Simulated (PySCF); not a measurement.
**Vertical excitation energies**

Species: C4H11OS (charge +1).
Numbering: `[CH3:1][CH2:2][S+:3]([CH3:4])([CH3:5])=[O:6]` (hydrogens: H7, H8, H9 on C1; H10, H11 on C2; H12, H13, H14 on C4; H15, H16, H17 on C5)

Computed, not measured: TDDFT PBE0/def2-SVPD, vertical, gas phase, core orbitals frozen in the response (PySCF). Geometry: GFN2-xTB, one conformer, isolated ion. Torsions of this conformer, `[CH3:1][CH2:2][S+:3]([CH3:4])([CH3:5])=[O:6]`: C1–C2–S3–C4 171°.

Task: What does the calculation give for the low-lying excited states?

Result: 

```csv
state,E (eV),λ (nm),f,"main configurations (H = HOMO, L = LUMO)"
S1,7.77,159.6,0.0037,H→L (89%)
S2,7.86,157.7,0.0008,H-1→L (89%)
S3,8.31,149.3,0.0074,"H→L+1 (70%), H→L+2 (12%), H-1→L+3 (10%)"
S4,8.56,144.8,0.0087,"H-1→L+1 (48%), H→L+3 (23%)"
S5,8.64,143.5,0.0020,"H-1→L+3 (66%), H→L+4 (21%)"
S6,8.85,140.1,0.095,"H→L+4 (50%), H-1→L+3 (11%), H→L+3 (11%)"
```

Triplets (Tamm–Dancoff): T1 7.30 eV, H→L (86%), H→L+4 (9%); T2 7.39 eV, H-1→L (83%), H-1→L+4 (9%).

The lowest singlet lies at 7.77 eV (160 nm, vacuum ultraviolet) and is very weak; its leading configuration is HOMO→LUMO (89%). The most intense listed level is S6 at 8.85 eV (140 nm, f = 0.095), 1.08 eV above S1. It is the last of those listed, so stronger ones may follow. Löwdin shares by element: HOMO oxygen 55%, carbon 18% or more, sulfur 13%; LUMO carbon 36% or more, sulfur 34% (atoms not listed hold the other 30%). Orbital energies (eV): HOMO-3 -15.44, HOMO-2 -15.02, HOMO-1 -14.05, HOMO -13.91, LUMO -4.49, LUMO+1 -3.91, LUMO+2 -3.80. Of the 6 states listed, 1 reaches f = 0.01 and none stays under 0.0005. The oscillator strengths of these states sum to 0.118; summed over the whole spectrum of an exact calculation they would give the number of electrons, 58 (Thomas–Reiche–Kuhn). Only the lowest 6 singlets were computed, as vertical energies without vibronic structure.
